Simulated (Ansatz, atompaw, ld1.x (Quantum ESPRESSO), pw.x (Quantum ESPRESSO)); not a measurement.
Which Pt potential is closest to all-electron in the bcc crystal?

All use PBEsol, scalar-relativistic, no spin, cutoffs from each file’s atomic test, pw.x 7.5; 15³ k-points, Fermi–Dirac smearing 0.01 Ry. Δ is the rms difference from all-electron LAPW of the E(V) curves that follow from fits to the pressures, over ±6 % in volume. Mesh and smearing are coarse and serve the comparison alone. The files are a selection: those with a ghost or negative overlap were mostly not run, and those with noisy or unconverged pressures or nearly equal Δ are left out.

All-electron: a0 = 3.122 Å (V0 = 15.22 Å³/atom), B0 = 273.8 GPa.

(1) Rank them by Δ, smallest first.
A. norm-conserving Troullier–Martins (Kleinman–Bylander form), ld1.x (Quantum ESPRESSO) 7.5, PBEsol; core [Xe] 4f14, reference 5d9 6s1 6p0; waves: 6p (bound, empty): rc 3.30 bohr; 5d (bound): rc 1.65 bohr; 6s (bound): rc 2.05 bohr; local part: the s channel; core correction: a·sin(br)/r model core, default radius (core density twice the valence density).
B. PAW, atompaw 4.2.0.5, PBEsol; core [Xe] 4f14, reference 5d9 6s1 6p0; waves: 6s (bound): rc 3.00 bohr; 6s channel at 0.85 Ry: rc 3.00 bohr; 6p (bound, empty): rc 3.00 bohr; 6p channel at 0.95 Ry: rc 3.00 bohr; 5d (bound): rc 2.15 bohr; 5d channel at -0.15 Ry: rc 2.15 bohr; local part: bessel scheme, radius 2.45 bohr; core correction: smooth core density matched at 2.20 bohr; augmentation: sinc compensation charge, radius 2.35 bohr; PAW radius 3.00 bohr; waves and projectors: custom rrkj vanderbiltortho.
C. PAW, atompaw 4.2.0.5, PBEsol; core [Xe] 4f14, reference 5d9 6s1 6p0; waves: 6s (bound): rc 2.95 bohr; 6s channel at 4.65 Ry: rc 2.95 bohr; 6p (bound, empty): rc 3.00 bohr; 6p channel at 0.45 Ry: rc 3.00 bohr; 5d (bound): rc 3.00 bohr; 5d channel at -0.05 Ry: rc 3.00 bohr; local part: bessel scheme, radius 2.75 bohr; core correction: smooth core density matched at 1.85 bohr; augmentation: gaussian compensation charge, radius 2.25 bohr; PAW radius 3.00 bohr; waves and projectors: custom rrkj gramschmidtortho.

Answers

(1) B (21.8 meV/atom), A (29.5 meV/atom), C (45.4 meV/atom).
